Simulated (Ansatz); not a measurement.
`CC1CO1`. Charge 0, multiplicity 1.

Z-matrix (Å, degrees):
```
C
C 1 1.495
H 1 1.091 2 110.5
H 1 1.093 2 110.6 3 120.4
H 1 1.093 2 110.7 3 -120.0
C 2 1.459 1 122.2 3 -25.4
O 2 1.420 1 116.7 3 43.3
H 2 1.090 1 115.7 3 -179.5
H 6 1.087 2 120.1 1 -152.8
H 6 1.088 2 119.0 1 0.2
```

Problem. List the harmonic frequencies (cm⁻¹, unscaled) at PBE0-D4/def2-TZVP in Ansatz. (An estimate is asked.)

Solution. Ansatz gave: 211, 369, 411, 805, 879, 909, 1001, 1047, 1135, 1162, 1171, 1191, 1306, 1396, 1446, 1474, 1489, 1538, 3051, 3099, 3112, 3123, 3142, 3187.

Problem. Is this a minimum?

Solution. Yes, all 24 modes are real.

Problem. Give the ideal-gas thermochemistry at 298.15 K and 1 bar (rigid rotor, harmonic oscillator; point group C1, symmetry number 1).

Solution. Zero-point energy 225.2 kJ/mol; H(298) − E = 239.2 kJ/mol; entropy 279.1 J/(mol·K), of which translation 159.5, rotation 98.7, vibration 20.9; G(298) − E = 156.0 kJ/mol.
